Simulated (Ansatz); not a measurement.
B$_{2}$H, sextet in 6-31G: errors against full CI

Geometry: that of the B2H, quartet, kept fixed. The doublet lies 7.5 eV lower here.

| atom | x (Å) | y (Å) | z (Å) |
| --- | --- | --- | --- |
| B | 0.0000 | 0.0000 | 0.1141 |
| B | 0.0000 | 0.0000 | -1.4064 |
| H | 0.0000 | 0.0000 | 1.2923 |

Basis 6-31G; Ansatz 0.2.0. Only valence electrons are correlated (noble-gas cores frozen), which leaves 7 electrons in 18 orbitals. R marks a restricted (for open shells ROHF) determinant, U an unrestricted one. Active spaces: valence = (7e, 9o) chosen from the atoms' valence shells.

Full CI is exact within this basis and frozen core; it isn't the basis-set limit. The frozen core follows each run's orbitals, which can shift R against U totals by a few meV.

For open shells CISD and CISDTQ are restricted-active-space CI with the open shells as a complete middle space.

- UHF ⟨S²⟩: 8.755
- T1 diagnostic (RCCSD): 0.0524
- largest doubles amplitude (RCCSD): 0.094
- T1 diagnostic (UCCSD): 0.0582

```
   level  E − E(RHF) (eV)
     UHF          -0.0264
    RMP2          -1.0578
    UMP2          -1.0580
   RCCSD          -1.6168
   UCCSD          -1.6160
RCCSD(T)          -1.6562
UCCSD(T)          -1.6562
```

(1) Estimate how far full CI in 6-31G lies from RCCSD(T). The table doesn't fix it; the size of (T) and the diagnostics are the guide.

(1) Full CI in 6-31G lies 0.90 mEh below RCCSD(T), which is 62 % of the (T) step (-1.45 mEh). T1 is raised, and the rest is a large part of (T).

The other levels:

```
                   level  E − E(full CI) (mEh)  share of correlation (%)  wall time
                    CISD                  2.28                     96.31     0.78 s
                 BCCD(T)                  0.79                     98.73     0.66 s
                  RCCSDT                  0.05                     99.92          –
                  UCCSDT                  0.01                     99.98          –
                  CISDTQ                  0.02                     99.97      4.7 s
               RCCSDT(Q)                  0.00                    100.00      2.4 s
               UCCSDT(Q)                 -0.05                    100.07      2.3 s
                 RCCSDTQ                 -0.01                    100.02       15 s
                 UCCSDTQ                 -0.05                    100.09       15 s
  CASSCF (valence space)                 27.43                     55.59          –
  NEVPT2 (valence space)                  8.80                     85.75        1 s
  MRCISD (valence space)                  0.99                     98.40          –
MRCISD+Q (valence space)                  0.48                     99.23      2.6 s
```

The correlation energy at full CI, counted from RHF, is -1.681 eV. That run took 5 s on 1 thread of Intel Xeon Platinum 8259CL, shared host over 83,552 determinants.

Times hold each run's SCF and search for its determinant on a shared host, so for small cases they say little of a method's own cost; they ran on 1 thread of Intel Xeon Platinum 8259CL.

The full-CI state has the irrep B1 of C2v, in the program's axes (one component, if the state is degenerate).

Natural occupations of full CI about the gap: 1.936 1.013 1.000 0.990 0.989 0.977 0.034 0.026 0.007 0.006; effectively unpaired electrons, Σ n²(2−n)², 5.02.
